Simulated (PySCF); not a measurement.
**AlH3: structure of the singlet**

Aim: relax AlH3 as a singlet from a trigonal pyramidal start, check by its vibrations whether the end is a minimum, and collect its spectrum and constants.

Program: PySCF 2.14.0. Level of theory: PBE, basis Al def2-TZVP, H def2-TZVP, no relativity, density fitting. These are calculated values, not measurements.

## 1. Where the work starts

4 atoms, charge 0, spin multiplicity 1.

Bond lengths: Al1–H2 1.580 Å, Al1–H3 1.580 Å, Al1–H4 1.580 Å. Angles: H2–Al1–H3 99.8°, H2–Al1–H4 99.8°, H3–Al1–H4 99.8°.

Coordinates in bohr (charge 0 multiplicity 1):
```
Al    0.0000    0.0000    0.0000
H     2.6364    0.0000    1.4018
H    -1.3181    2.2832    1.4018
H    -1.3181   -2.2832    1.4018
```

## 2. Finding the electronic state

The steps below are one call of a driver around PySCF. For each, scf.py gives the equivalent set-up of the SCF; relaxations use the driver's own optimiser. After this first run the driver tries any further starts and a stability analysis.

The input, scf.py:

```python
from pyscf import gto, scf, dft
mol = gto.M(atom='''
Al     0.000000     0.000000     0.000000
H      1.395100     0.000000     0.741800
H     -0.697500     1.208200     0.741800
H     -0.697500    -1.208200     0.741800''',
    basis={'Al': 'def2-TZVP', 'H': 'def2-TZVP'},
    charge=0, spin=0)
mf = dft.RKS(mol, xc='PBE')
mf.grids.atom_grid = (50, 194)
aux = {'Al': 'def2-universal-JKFIT', 'H': 'def2-universal-JKFIT'}
mf = mf.density_fit(auxbasis=aux)
mf.conv_tol = 1e-08
mf.diis_space = 10
mf.max_cycle = 60
mf.init_guess = 'minao'
mf.verbose = 4
mf.kernel()
```

Run with:

```bash
> OMP_NUM_THREADS=2 python axn.py task.json out
```

Standard output:

```text
init E= -243.823113951655
  HOMO = -0.304446108431359  LUMO = -0.144061934931813  gap/eV = 4.36428
cycle= 1 E= -243.958025026798  delta_E= -0.135  |g|= 0.289  |ddm|= 1.46
  HOMO = -0.210556027126714  LUMO = -0.157653011341425  gap/eV = 1.43956
cycle= 2 E= -243.927243550746  delta_E= 0.0308  |g|= 0.379  |ddm|= 0.725
  HOMO = -0.244126977426937  LUMO = -0.146286341065471  gap/eV = 2.66238
cycle= 3 E= -243.995349903383  delta_E= -0.0681  |g|= 0.0247  |ddm|= 0.458
  HOMO = -0.247432993403759  LUMO = -0.154076783145022  gap/eV = 2.54035
cycle= 4 E= -243.99573719538  delta_E= -0.000387  |g|= 0.00406  |ddm|= 0.0443
  HOMO = -0.246754396367616  LUMO = -0.15370242212769  gap/eV = 2.53207
cycle= 5 E= -243.995743215711  delta_E= -6.02e-06  |g|= 0.000751  |ddm|= 0.00652
  HOMO = -0.246912691368039  LUMO = -0.15385354266291  gap/eV = 2.53227
cycle= 6 E= -243.99574336755  delta_E= -1.52e-07  |g|= 0.000368  |ddm|= 0.001
  HOMO = -0.246853500279137  LUMO = -0.153806074161755  gap/eV = 2.53195
cycle= 7 E= -243.995743401578  delta_E= -3.4e-08  |g|= 5.23e-05  |ddm|= 0.000524
  HOMO = -0.24686558075039  LUMO = -0.153808020276273  gap/eV = 2.53223
cycle= 8 E= -243.99574340295  delta_E= -1.37e-09  |g|= 3.48e-06  |ddm|= 6.39e-05
  HOMO = -0.246866188310299  LUMO = -0.153808087134864  gap/eV = 2.53224
Extra cycle  E= -243.99574340295  delta_E= -6.82e-13  |g|= 2.99e-06  |ddm|= 1e-05
converged SCF energy = -243.99574340295
```

This step, with its further starts and checks, took 2.1 s on 2 threads of Arm Neoverse V1, shared host.

No lower closed-shell solution turned up in the test of internal stability.

## 3. Trigonal pyramidal start, singlet: relaxation

The program finds C3v symmetry in the start, which this walk keeps.

scf.py: that of step 2 with these lines changed.

```diff
@@ -3,4 +3,4 @@
-Al     0.000000     0.000000     0.000000
-H      1.395100     0.000000     0.741800
-H     -0.697500     1.208200     0.741800
-H     -0.697500    -1.208200     0.741800''',
+Al    -0.000001     0.000000    -0.074748
+H      1.395097     0.000000     0.667032
+H     -0.697535     1.208182     0.667062
+H     -0.697535    -1.208182     0.667062''',
@@ -16 +15,0 @@
-mf.init_guess = 'minao'
```

The optimiser's trace:

```csv
step,energy (Eh),change (kJ/mol),largest symmetric gradient (Eh/bohr)
0,-243.995743,0.00,0.05609
1,-244.032114,-95.49,0.04168
2,-244.045909,-131.71,0.01991
3,-244.048567,-138.69,0.00990
4,-244.050523,-143.82,0.00252
5,-244.050615,-144.07,0.00015
6,-244.050616,-144.07,0.00001
```

The walk took 2.8 s.

Geometry (Å) and forces (eV/Å) at some steps:

```
step 0
Al   0.000   0.000  -0.075   0.000   0.000   2.884
H    1.395   0.000   0.667   1.048   0.000  -0.961
H   -0.698   1.208   0.667  -0.524   0.908  -0.962
H   -0.698  -1.208   0.667  -0.524  -0.908  -0.962
step 1
Al   0.000   0.000   0.137  -0.001   0.000   2.143
H    1.541   0.000   0.596   0.147   0.000  -0.716
H   -0.771   1.335   0.597  -0.073   0.126  -0.714
H   -0.771  -1.335   0.597  -0.073  -0.126  -0.714
step 3
Al   0.000   0.000   0.409   0.000   0.000   0.509
H    1.637   0.000   0.506  -0.508   0.000  -0.169
H   -0.818   1.418   0.506   0.254  -0.441  -0.170
H   -0.818  -1.418   0.506   0.254   0.441  -0.170
step 6
Al   0.000   0.000   0.482   0.001   0.000   0.001
H    1.596   0.000   0.482   0.000   0.000   0.000
H   -0.798   1.382   0.482  -0.001  -0.001   0.000
H   -0.798  -1.382   0.482  -0.001   0.001   0.000
```

End point (D3h, 6 steps, 144.1 kJ/mol gained): Al–H 1.596 Å (×3); H–Al–H 120.0° (×3).

## 4. Is it a minimum? Harmonic modes

On the finer grid the gradient is checked again; gradients at displacements of ±0.02 bohr then give force constants and infrared intensities.

scf.py: that of step 3 with these lines changed.

```diff
@@ -3,4 +3,4 @@
-Al    -0.000001     0.000000    -0.074748
-H      1.395097     0.000000     0.667032
-H     -0.697535     1.208182     0.667062
-H     -0.697535    -1.208182     0.667062''',
+Al    -0.000000     0.000000    -0.000000
+H      1.595740     0.000000    -0.000023
+H     -0.797870     1.381951     0.000011
+H     -0.797870    -1.381951     0.000011''',
@@ -10 +10 @@
-mf.grids.atom_grid = (50, 194)
+mf.grids.atom_grid = (75, 302)
@@ -13 +13 @@
-mf.conv_tol = 1e-08
+mf.conv_tol = 1e-10
```

The driver hands on the density of the step before, so the log starts near convergence.

Log of the central SCF (cycles and frontier levels):

```text
init E= -244.050597144071
  HOMO = -0.267978350063262  LUMO = -0.0933474486698262  gap/eV = 4.75195
cycle= 1 E= -244.050597144072  delta_E= -5.12e-13  |g|= 2.95e-07  |ddm|= 7.98e-07
  HOMO = -0.267978259967887  LUMO = -0.0933474414035782  gap/eV = 4.75195
Extra cycle  E= -244.050597144071  delta_E= 1.19e-12  |g|= 2.3e-07  |ddm|= 6.3e-07
converged SCF energy = -244.050597144071
```

The whole step took 5 s.

Geometry: D3h; Al–H 1.596 Å (×3); H–Al–H 120.0° (×3).

Harmonic modes (main isotopes):

```json
{"symmetry": "a2''", "ω (cm⁻¹)": "681", "IR (km/mol)": "288"}
{"symmetry": "e'", "ω (cm⁻¹)": "766", "IR (km/mol)": "386"}
{"symmetry": "a1'", "ω (cm⁻¹)": "1868", "IR (km/mol)": "0.0"}
{"symmetry": "e'", "ω (cm⁻¹)": "1884", "IR (km/mol)": "488"}
```

Every mode is real; the point is a minimum.

Constants and moments:

```
Dipole moment                                                   : 0.00 D
Highest occupied level                                          : -7.29 eV
Lowest empty level                                              : -2.54 eV
Rotational constants                                            : 4.379, 4.379, 2.19 cm⁻¹
Zero-point energy                                               : 46.9 kJ/mol
Principal polarisabilities                                      : 26.0, 33.8, 33.8 bohr³
Atomisation energy without zero-point energy                    : 851 kJ/mol
Principal traceless quadrupole moments about the centre of mass : -3.18, -3.18, 6.36 D Å
Entropy at 298.15 K and 1 bar                                   : 208.0 J/(mol K)
Heat capacity Cp at 298.15 K                                    : 43.0 J/(mol K)
Enthalpy at 298.15 K above 0 K                                  : 10.71 kJ/mol
Rotational symmetry number                                      : 6
```

Populations by atom (charges in e):

| atom | Mulliken | Löwdin | polar tensor | Mayer order to Al1 |
| --- | --- | --- | --- | --- |
| Al1 | 0.27 | 0.36 | 1.03 | – |
| H2,3,4 | -0.09 | -0.12 | -0.34 | 0.93 |

Outer orbital energies (eV). occupied: -1506.79, -107.06, -69.22, -68.91, -68.91, -10.26, -7.29, -7.29; empty: -2.54, 0.28, 0.80, 0.80.

Mulliken populations on Al1: s 5.23, p 7.35, d 0.13, f 0.02.

## 5. Summary of results

| quantity | value |
| --- | --- |
| minimum | singlet, D3h |
| geometry | Al–H 1.596 Å (×3); H–Al–H 120.0° (×3) |
| wavenumbers (cm⁻¹) | 681 (a2''), 766 (e'), 1868 (a1'), 1884 (e') |
| dipole moment | 0.00 D |
| highest occupied, lowest empty level | -7.29, -2.54 eV |
| polar-tensor charge of Al1 | +1.03 e |
| zero-point energy | 46.9 kJ/mol |
| entropy at 298.15 K | 208.0 J/(mol K) |
| atomisation energy (no zero-point energy) | 851 kJ/mol |

In words: The trigonal pyramidal start (C3v) ends in a minimum of D3h symmetry. The strongest infrared band lies at 1884 cm⁻¹ (e', stretch). The dipole vanishes although Al1 carries +1.0 e by the polar tensor: the bond dipoles cancel. Only this shape and spin were tried, so other structures or states may lie lower.

The search up to here took 10 s.
